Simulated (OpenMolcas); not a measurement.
# HCl (hydrogen chloride): a chain of runs

We compute a series of 9 runs (HF/6-31G, CASSCF(8,5)/6-31G, CASPT2(8,5)/6-31G, CASPT2[IPEA 0](8,5)/6-31G, SC-NEVPT2(8,5)/6-31G, PC-NEVPT2(8,5)/6-31G, MC-PDFT[tPBE](8,5)/6-31G, MRCI(8,5)/6-31G, and more) of HCl (hydrogen chloride). 

The results are computed with OpenMolcas 26.06.

**1. The structure to begin with**

HCl has 2 atoms, charge 0, and is taken as a singlet. As SMILES, `Cl`. The Cl1–H2 distance was set to 2.558 Å, away from the relaxed value.

**2. A single-point energy at HF/6-31G (run 1)**

Contents of step1.input:

```
&GATEWAY
  BASLIB=$CurrDir
  BASISSET
  Cl.6-31G....
  Cl1 1.638015 -0.535505 0.842408 angstrom
  End of Basis
  BASISSET
  H.6-31G....
  H2 -0.546000 0.178500 -0.280800 angstrom
  End of Basis

&SEWARD

&SCF
  PRORBITALS=1 1
```

The basis set 6-31G is read from a file made from the Basis Set Exchange's data (not shown).

Command:

```
export MOLCAS_MEM=1860
pymolcas step1.input > step1.log
```

The program printed:

```text
--- Start Module: gateway ---
[...]
--- Stop Module: gateway /rc=_RC_ALL_IS_WELL_ ---
--- Start Module: seward ---
[...]
      Basis functions           15
--- Stop Module: seward /rc=_RC_ALL_IS_WELL_ ---
--- Start Module: scf ---
[...]
       Convergence after   9 Iterations
[...]
::    Total SCF energy                               -459.8575883610
[...]
      Total spin, S                                     0.0000000000
[...]
      Total electronic charge=   18.000000
      Total            charge=   -0.000000
[...]
      Dipole Moment (debye):
      Origin of the operator (angstrom)=    1.5768   -0.5155    0.8109
                   X= -2.6358E+00               Y=  8.6171E-01               Z= -1.3556E+00           Total=  3.0867E+00
      Quadrupole Moment (debye*angstrom):
[...]
--- Stop Module: scf /rc=_RC_ALL_IS_WELL_ ---
[...]
```

It took 1.3 s on 1 thread of Arm Neoverse V2, shared host; peak memory 0.37 GiB.

**3. The energy at CASSCF(8,5)/6-31G (run 2)**

Contents of step2.inp:

```
* ClH CASSCF
>>> EXPORT MOLCAS_PRINT=2
&gateway
baslib=$CurrDir
basisset
Cl.6-31G....
Cl1 1.638015 -0.535505 0.842408 angstrom
End of Basis
basisset
H.6-31G....
H2 -0.546000 0.178500 -0.280800 angstrom
End of Basis
&seward
&rasscf
fileorb=$CurrDir/step1.ScfOrb
spin=1
nactel=8 0 0
inactive=5
ras2=5
orblisting=Nothing
```

The basis set 6-31G is read from a file made from the Basis Set Exchange's data (not shown).

Command:

```
export MOLCAS_MEM=1860
pymolcas step2.inp > step2.log
```

The program printed:

```text
--- Start Module: gateway ---
[...]
--- Stop Module: gateway /rc=_RC_ALL_IS_WELL_ ---
--- Start Module: seward ---
[...]
      Basis functions           15
--- Stop Module: seward /rc=_RC_ALL_IS_WELL_ ---
--- Start Module: rasscf ---
[...]
      Number of active orbitals                  5
[...]
      Spin quantum number                      0.0
[...]
      Active orbitals                            5
[...]
      Number of CSFs                            15
[...]
      Number of root(s) required                 1
[...]
      Convergence after  7 iterations
[...]
      printout of CI-coefficients larger than  0.05 for root  1
      energy=    -459.954418
      conf/sym  11111     Coeff  Weight
             1  22220  -0.86399 0.74648
             4  22202   0.50330 0.25331
      Natural orbitals and occupation numbers for root  1
      sym 1:   1.999779   1.999903   1.999903   1.493381   0.507035
      ************************************************************************************************************************
      *                                                    Final results                                                     *
[...]
::    RASSCF root number  1 Total energy:   -459.95441816
[...]
      Total electronic charge=   18.000000
      Total            charge=   -0.000000
[...]
      Dipole Moment (debye):
      Origin of the operator (angstrom)=    1.5768   -0.5155    0.8109
                   X= -3.9032E-01               Y=  1.2760E-01               Z= -2.0074E-01           Total=  4.5708E-01
      Quadrupole Moment (debye*angstrom):
[...]
--- Stop Module: rasscf /rc=_RC_ALL_IS_WELL_ ---
[...]
```

Wall time 1.4 s (1 thread of Arm Neoverse V2, shared host); peak memory 0.37 GiB.

**4. A single-point energy at CASPT2(8,5)/6-31G (run 3)**

Contents of step3.inp:

```
&gateway
 baslib
 $CurrDir
 basisset
 Cl.6-31G....
 Cl1 1.638015 -0.535505 0.842408 angstrom
 End of Basis
 basisset
 H.6-31G....
 H2 -0.546000 0.178500 -0.280800 angstrom
 End of Basis

&seward

&rasscf
 fileorb
 $CurrDir/step2.RasOrb
 spin
 1
 nactel
 8 0 0
 inactive
 5
 ras2
 5
 orblisting
 Nothing

&caspt2
 ipea
 0.25
 imaginary
 0.1
 frozen
 5
```

The basis set 6-31G is read from a file made from the Basis Set Exchange's data (not shown).

Command:

```
export MOLCAS_MEM=1860
pymolcas step3.inp > step3.log
```

The program printed:

```text
--- Start Module: gateway ---
[...]
--- Stop Module: gateway /rc=_RC_ALL_IS_WELL_ ---
[...]
      Basis functions           15
[...]
--- Start Module: rasscf ---
[...]
      Number of active orbitals                  5
[...]
      Spin quantum number                      0.0
[...]
      Active orbitals                            5
[...]
      Number of CSFs                            15
[...]
      Number of root(s) required                 1
[...]
      Convergence after  4 iterations
[...]
      printout of CI-coefficients larger than  0.05 for root  1
      energy=    -459.954418
      conf/sym  11111     Coeff  Weight
             1  22220  -0.86399 0.74648
             4  22202   0.50330 0.25331
      Natural orbitals and occupation numbers for root  1
      sym 1:   1.999779   1.999903   1.999903   1.493381   0.507035
      ************************************************************************************************************************
      *                                                    Final results                                                     *
[...]
::    RASSCF root number  1 Total energy:   -459.95441816
[...]
      Total electronic charge=   18.000000
      Total            charge=   -0.000000
[...]
      Dipole Moment (debye):
      Origin of the operator (angstrom)=    1.5768   -0.5155    0.8109
                   X= -3.9032E-01               Y=  1.2760E-01               Z= -2.0073E-01           Total=  4.5708E-01
      Quadrupole Moment (debye*angstrom):
[...]
--- Stop Module: rasscf /rc=_RC_ALL_IS_WELL_ ---
--- Start Module: caspt2 ---
[...]
      E2 (Variational):          -0.0274368174
      Total energy:            -459.9818549787
[...]
      Reference weight:           0.98807
[...]
::    CASPT2 Root  1     Total energy:   -459.98185498
[...]
--- Stop Module: caspt2 /rc=_RC_ALL_IS_WELL_ ---
[...]
```

It took 1.4 s on 1 thread of Arm Neoverse V2, shared host; peak memory 0.37 GiB.

Runs 4 to 8 aren't shown in full; the table further down has their settings and results.

**5. The energy at MRACPF(8,5)/6-31G (run 9)**

Contents of step9.inp:

```
&GATEWAY
 BasLib
 $CurrDir
 BasisSet
 Cl.6-31G....
 Cl1 1.638015 -0.535505 0.842408 angstrom
 End of Basis
 BasisSet
 H.6-31G....
 H2 -0.546000 0.178500 -0.280800 angstrom
 End of Basis

&SEWARD

&RASSCF
 FileOrb
 $CurrDir/step2.RasOrb
 Spin
 1
 Nactel
 8 0 0
 Inactive
 5
 Ras2
 5
 OrbListing
 Nothing

&MOTRA
 LumOrb
 Frozen
 5

&GUGA
 Electrons
 8
 Spin
 1
 Inactive
 0
 Active
 5
 CIAll
 1

&MRCI
 ACPF
```

The basis set 6-31G is read from a file made from the Basis Set Exchange's data (not shown).

Command:

```
export MOLCAS_MEM=1860
pymolcas step9.inp > step9.log
```

The program printed:

```text
--- Start Module: gateway ---
[...]
--- Stop Module: gateway /rc=_RC_ALL_IS_WELL_ ---
[...]
      Basis functions           15
[...]
      Number of active orbitals                  5
[...]
      Spin quantum number                      0.0
[...]
      Active orbitals                            5
[...]
      Number of CSFs                            15
[...]
      Number of root(s) required                 1
[...]
      Convergence after  4 iterations
[...]
      printout of CI-coefficients larger than  0.05 for root  1
      energy=    -459.954418
      conf/sym  11111     Coeff  Weight
             1  22220  -0.86399 0.74648
             4  22202   0.50330 0.25331
      Natural orbitals and occupation numbers for root  1
      sym 1:   1.999779   1.999903   1.999903   1.493381   0.507035
      ************************************************************************************************************************
      *                                                    Final results                                                     *
[...]
::    RASSCF root number  1 Total energy:   -459.95441816
[...]
      Dipole Moment (debye):
      Origin of the operator (angstrom)=    1.5768   -0.5155    0.8109
                   X= -3.9032E-01               Y=  1.2760E-01               Z= -2.0073E-01           Total=  4.5708E-01
      Quadrupole Moment (debye*angstrom):
[...]
--- Start Module: guga ---
[...]
--- Stop Module: guga /rc=_RC_ALL_IS_WELL_ ---
--- Start Module: mrci ---
[...]
       USE THE DEFAULT ACPF G-VALUE GFAC=  0.25000000000000000
[...]
    MR ACPF CALCULATION.
[...]
            REFERENCE CI ENERGY:  -459.95441816
[...]
        ACPF CORRELATION ENERGY:    -0.03237764
                    ACPF ENERGY:  -459.98679580
[...]
      Total electronic charge=   18.000000
      Total            charge=   -0.000000
[...]
  ACPF State   1     Total energy:   -459.98679580
[...]
```

It took 1.4 s on 1 thread of Arm Neoverse V2, shared host; peak memory 0.37 GiB.

**6. The series**

```
run                      level   active rule  inactive  energy (Eh)  dipole moment (D) of the reference  wall time
  1                   HF/6-31G             –         –  -459.857588                                3.09      1.3 s
  2          CASSCF(8,5)/6-31G  full valence         5  -459.954418                                0.46      1.4 s
  3          CASPT2(8,5)/6-31G  full valence         5  -459.981855                                0.46      1.4 s
  4  CASPT2[IPEA 0](8,5)/6-31G  full valence         5  -459.982375                                0.46      1.4 s
  5       SC-NEVPT2(8,5)/6-31G  full valence         5  -459.976927                                0.46      1.4 s
  6       PC-NEVPT2(8,5)/6-31G  full valence         5  -459.977253                                0.46      1.4 s
  7   MC-PDFT[tPBE](8,5)/6-31G  full valence         5  -460.434186                                0.46      1.6 s
  8            MRCI(8,5)/6-31G  full valence         5  -459.986386                                0.46      1.5 s
  9          MRACPF(8,5)/6-31G  full valence         5  -459.986796                                0.46      1.4 s
```

**7. Results**

```
                                                quantity          value
                  run 9, MRACPF(8,5)/6-31G: total energy  -459.98680 Eh
run 9, MRACPF(8,5)/6-31G: dipole moment (CASSCF density)         0.46 D
```

In words: Below the HF energy at the same shape and in the same basis (6-31G): CASSCF(8,5) -96.8 mEh; CASPT2(8,5) -124.3 mEh; CASPT2[IPEA 0](8,5) -124.8 mEh; SC-NEVPT2(8,5) -119.3 mEh; PC-NEVPT2(8,5) -119.7 mEh; MRCI(8,5) -128.8 mEh. Active-space methods hold only the correlation inside their space unless a perturbation or CI step follows. In run 1 a closed-shell determinant meets a far-stretched bond, which it describes badly. All runs together took 13 s, the longest 1.6 s.
